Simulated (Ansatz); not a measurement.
A CCSD(T) single point on `FP(F)F`.

```yaml
crystal:
  periodic: [false, false, false]
  atoms:
    - {symbol: F, position_ang: [0.834380, -0.663235, 0.874545]}
    - {symbol: P, position_ang: [-0.297524, 0.314566, 0.392303]}
    - {symbol: F, position_ang: [-1.061855, -0.696512, -0.536873]}
    - {symbol: F, position_ang: [0.524999, 1.045181, -0.729975]}
basis:
  gaussian: {orbitals: def2-SVP}
correlation: {method: ccsd_t}
```

```sh
$ ansatz run in.yaml --threads 2 --pin off --events-out ev --progress --plain
```

Log, shortened:

```
Functional definition: HF
548 factors; integrals over basis functions are off by at most 7.2e-4 eV
mean field evaluation 1: about -17379.6120 eV, gradient 3.7e1 eV
mean field evaluation 2: about -17379.7453 eV, gradient 3.7e1 eV
mean field evaluation 4: about -17382.1734 eV, gradient 2.2e0 eV
mean field evaluation 8: about -17382.2055 eV, gradient 1.5e-1 eV
mean field evaluation 16: about -17382.2056 eV, gradient 2.9e-6 eV
mean field -17382.20563616 eV, -638.7842750469 hartree, gradient 2.9e-6 eV, S^2 0.000000; 0 other end points of the search recorded, 0 dependent functions left out
8 core orbitals not correlated: weight in the atoms' cores, before any rotation towards them, 1.000 or more for the frozen orbitals, at most 0.000 for the correlated occupied ones
reference -17382.20563616 eV, -638.7842750469 hartree; 13, 13 occupied and 39, 39 virtual orbitals, 548 factors
second order -18.06834816 eV of doubles, -0.00000000 eV of singles
cycle   1  -17.93486302 eV  change    1.3e-1 eV  update   9.8e-2
cycle   2  -18.31866345 eV  change   -3.8e-1 eV  update   2.8e-2
cycle   3  -18.42027994 eV  change   -1.0e-1 eV  update   1.5e-2
cycle   4  -18.41156847 eV  change    8.7e-3 eV  update   2.8e-3
cycle   5  -18.40939686 eV  change    2.2e-3 eV  update   1.3e-3
cycle   6  -18.41017911 eV  change   -7.8e-4 eV  update   3.5e-4
cycle   7  -18.41002950 eV  change    1.5e-4 eV  update   1.0e-4
cycle   8  -18.40996216 eV  change    6.7e-5 eV  update   2.5e-5
cycle   9  -18.40997741 eV  change   -1.5e-5 eV  update   8.2e-6
perturbative correction -0.32512950 eV, -0.0119482887 hartree
Total energy: -17400.94074308 eV, -639.4727775268 hartree
```

Run time 0.5 s (2 threads of a server CPU on a shared host); peak host memory 0.13 GiB.

Correlation energy per correlated electron: -0.721 eV. T1 diagnostic: 0.0128.
